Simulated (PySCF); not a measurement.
# A small calculation by hand: chemical shift, span and skew from a shielding tensor

fluoroethene (C₂H₃F), SMILES FC=C. Atoms are numbered in the order given.

```xyz
6

C      0.1987    -1.1771     0.0000
C     -0.4335    -0.0213     0.0000
F      0.2233     1.1553     0.0000
H      1.2783    -1.2323     0.0000
H     -0.3725    -2.0935     0.0000
H     -1.5067     0.1184     0.0000
```
Charge 0, spin multiplicity 1.

Coordinates come from a B3LYP-D3(BJ)/def2-TZVP optimisation.

GIAO shieldings from KT2/pcSseg-2 (PySCF), non-relativistic, no solvent. The symmetric part of the tensor of C2 has the principal values -71.5, 65.4, 73.6 ppm. The same nucleus in TMS has σ = 184.2 ppm at this level (PySCF, at its B3LYP-D3(BJ)/def2-TZVP geometry).

Question: Work out the isotropic shielding, the ¹³C shift against TMS, the span and the skew.

Answer: 
σ(iso) = (σ11 + σ22 + σ33)/3 = 22.5 ppm. δ = σ(ref) − σ(iso) = 184.2 − (22.5) = 161.7 ppm.
Span Ω = σ33 − σ11 = 145.1 ppm. Skew κ = 3(σ(iso) − σ22)/Ω = -0.89. Tumbling in solution averages the tensor to δ; in a static solid the shielding alone would spread this spin-1/2 line over Ω.
